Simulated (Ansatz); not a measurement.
Born–Oppenheimer molecular dynamics of CH4F (6 atoms, charge 0, multiplicity 2). It starts from a rough guess of a transition structure, not a stationary point.

Method: UKS PBE-D4/def2-SVP (Ansatz 0.2.0).

```json
{
 "ensemble": "NVE (velocity Verlet)",
 "time step": "0.5 fs",
 "steps asked": "150",
 "starting velocities drawn for": "600 K",
 "seed": "322211"
}
```

First frame:

```xyz
6
Properties=species:S:1:pos:R:3
H 0.473 -0.023 -0.701
F 1.137 -0.078 -1.698
C -0.304 0.020 0.453
H 0.329 -0.460 1.181
H -0.454 1.076 0.598
H -1.180 -0.536 0.167
```

Question: How far do the bonds stretch over the last three quarters of this one trajectory? (Pairs bonded in most of those frames.)

Answer: 
```tsv
bond	mean (Å)	spread (Å)	shortest	longest
H1–F2	0.980	0.093	0.83	1.11
C3–H4	1.101	0.036	1.03	1.17
C3–H5	1.105	0.042	1.04	1.17
C3–H6	1.110	0.056	1.02	1.20
```

Mean temperature of the second half: 774 K. The conserved energy stayed within 1.7 meV per atom of its start (net change -0.62 meV per atom), so the integration is sound. A run of 0.075 ps of so small a system gives no equilibrium averages.

Time of the run: 2.8 min on 1 thread of Arm Neoverse V1, with other jobs on the host, peak memory 0.098 GiB.
